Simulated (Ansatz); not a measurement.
CH₂, triplet: up the ladder of correlation methods

Program: Ansatz, Gaussian basis, development build; BCCD by scripts on PySCF. Settings: STO-3G; 1 core orbital frozen; no relativity. Perturbation and coupled-cluster methods stand on the Hartree–Fock determinant that coupled cluster favours; RHF here means ROHF, with semicanonical perturbation theory. The state met can differ between shapes. Small basis; these aren't basis-limit values. The unrestricted determinant is a mixture of spins, so it may stand for another state.

Shape A. A bond is stretched, to 1.96 times the sum of the covalent radii.

```xyz
3

C     0.0000    0.0000    0.0000
H     0.0000    1.9305    0.8190
H     0.0000   -0.9900    0.4200
```

Shape B. A bond is stretched, to 2.63 times the sum of the covalent radii.

```xyz
3

C     0.0000    0.0000    0.0000
H     0.0000    2.5938    1.1004
H     0.0000   -0.9900    0.4200
```

Shape C:

| atom | x (Å) | y (Å) | z (Å) |
| --- | --- | --- | --- |
| C | 0.0000 | 0.0000 | 0.0000 |
| H | 0.0000 | 1.0395 | 0.4410 |
| H | 0.0000 | -0.9900 | 0.4200 |

Correlation energy of CCSD(T), then each method's total less that of CCSD(T), in eV:

| case | E corr CCSD(T) | CCSD | BCCD | BCCD(T) | determinant |
| --- | --- | --- | --- | --- | --- |
| A UHF | -1.031 | +0.026 | +0.022 | -0.010 | ⟨S²⟩ = 2.863 |
| B UHF | -0.534 | +0.003 | +0.003 | 0.000 | ⟨S²⟩ = 2.994 |
| C RHF | -1.215 | +0.003 | +0.003 | 0.000 | – |

Give full CI less CCSD(T). Is CCSD(T) good to 1 kcal/mol?

A UHF: -0.031 eV (within, spin-contaminated determinant); B UHF: -0.018 eV (within, spin-contaminated determinant); C RHF: -0.002 eV (within).

Several Brueckner solutions were met.
